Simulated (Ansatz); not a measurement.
Computed with Ansatz on PBE0-D4/def2-TZVP structures; ΔE is electronic, products minus reactants. CCSD(T)/CBS adds triple-zeta CCSD(T) − MP2 to the extrapolated MP2 energy (def2 sets, frozen cores). Functionals use def2-TZVPP. One conformer a species, not always the lowest.

`CCCCC(C)CC` → `CC(C)CC(C)(C)C`  (isomerisation)

Q: Is it downhill or uphill in electronic energy at CCSD(T)/CBS, and by how much? (Estimate.)

A: Computed: Downhill: ΔE = -1.4 kcal/mol.

Q: What do these levels give: PBE-D4, r2SCAN-D4, r2SCAN, r2SCAN0, CCSD(T)/def2-TZVPP, MP2/CBS(def2)? (An estimate is asked.)

A: The calculation gave: PBE-D4 -0.3, r2SCAN-D4 -0.9, r2SCAN -0.5, r2SCAN0 -0.2, CCSD(T)/def2-TZVPP -1.7, MP2/CBS(def2) -2.3 kcal/mol.

Largest T1 diagnostic among the species: 0.009.

From BLYP to BHLYP (50 % exact exchange), in def2-TZVPP and without D4, ΔE moves by −0.7 kcal/mol. The D4 term adds −2.2 kcal/mol with B3LYP and −1.2 kcal/mol with PBE0; it sums over pairs of atoms, weighted by their polarisabilities, and B3LYP, whose exchange is more repulsive, gets the larger term. Leaving LDA and LC-ωPBE aside and taking each functional with its dispersion term where it has one, the values, not all of them listed here, spread over 1.4 kcal/mol, from B97M-V to B2PLYP. LDA lies −2.8 kcal/mol from PBE without D4.

B3LYP here is the variant with VWN-RPA as its local correlation; programs differ in this.
